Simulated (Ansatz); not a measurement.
The input, for Ansatz 0.2.0:

```yaml
crystal:
  periodic: [false, false, false]
  atoms:
    - {symbol: N, position_ang: [0.000000, -0.123151, -0.624976]}
    - {symbol: C, position_ang: [0.000000, 0.059956, 0.622305]}
    - {symbol: H, position_ang: [0.000000, -0.809947, 1.281846]}
    - {symbol: H, position_ang: [0.000000, 1.040239, 1.112909]}
    - {symbol: H, position_ang: [0.000000, 0.766609, -1.125303]}
basis:
  gaussian: {orbitals: cc-pVDZ}
total_charge: 1
magnetization: {spin_polarized: false, initial_magnetization: 1}
correlation: {method: bccd_t, electrons: outside_noble_gas}
```

```sh
$ ansatz run in.yaml --threads 1 --pin off --events-out ev --progress --plain --max-ram 2560MiB --backend cpu
```

Log:

```
396 factors; integrals over basis functions are off by at most 1.5e-3 eV
mean field evaluation 1: about -2545.5987 eV, gradient 3.2e1 eV
mean field evaluation 2: about -2545.5994 eV, gradient 3.2e1 eV
mean field evaluation 4: about -2549.1288 eV, gradient 4.1e0 eV
mean field evaluation 8: about -2549.5193 eV, gradient 1.2e-1 eV
mean field evaluation 16: about -2549.1285 eV, gradient 4.1e0 eV
mean field evaluation 32: about -2549.5029 eV, gradient 6.5e-1 eV
mean field evaluation 64: about -2548.1000 eV, gradient 8.6e0 eV
mean field evaluation 96: about -2541.4657 eV, gradient 2.6e0 eV
mean field -2549.51931582 eV, -93.6931067301 hartree, gradient 2.0e-6 eV, S^2 0.750000; 6 other end points of the search recorded, 0 dependent functions left out
mean field evaluation 128: about -2549.7344 eV, gradient 6.9e-2 eV
determinant -2549.51931582 eV, -93.6931067301 hartree, with singles and doubles -2557.52287901 eV, -93.9872322523 hartree
determinant -2548.28773960 eV, -93.6478471390 hartree, with singles and doubles -2555.60310235 eV, -93.9166817615 hartree
2 core orbitals not correlated: weight in the atoms' cores, before any rotation towards them, 1.000 or more for the frozen orbitals, at most 0.000 for the correlated occupied ones
reference -2549.51931582 eV, -93.6931067301 hartree; 6, 5 occupied and 35, 36 virtual orbitals, 396 factors
second order -7.03744144 eV of doubles, -0.07372100 eV of singles
cycle   1  -7.97319334 eV  change    3.0e-2 eV  update   1.3e-2
cycle   2  -7.98230424 eV  change   -9.1e-3 eV  update   4.3e-3
cycle   3  -7.97964636 eV  change    2.7e-3 eV  update   3.0e-3
cycle   4  -7.97633356 eV  change    3.3e-3 eV  update   1.8e-3
cycle   5  -7.97680607 eV  change   -4.7e-4 eV  update   9.1e-4
cycle   6  -7.97639652 eV  change    4.1e-4 eV  update   3.6e-4
cycle   7  -7.97630417 eV  change    9.2e-5 eV  update   1.2e-4
cycle   8  -7.97626264 eV  change    4.2e-5 eV  update   5.1e-5
cycle   9  -7.97624679 eV  change    1.6e-5 eV  update   2.3e-5
cycle  10  -7.97623225 eV  change    1.5e-5 eV  update   9.6e-6
cycle  11  -7.97623206 eV  change    2.0e-7 eV  update   2.7e-6
perturbative correction -0.29345297 eV, -0.0107841979 hartree
Total energy: -2557.78900085 eV, -93.9970120495 hartree
```

For the same geometry and basis UCCSDT(Q) lies 49.2 meV lower.

Ran on 1 thread of AMD EPYC 7R13, shared host: 2.3 s wall, 0.17 GiB peak host memory.
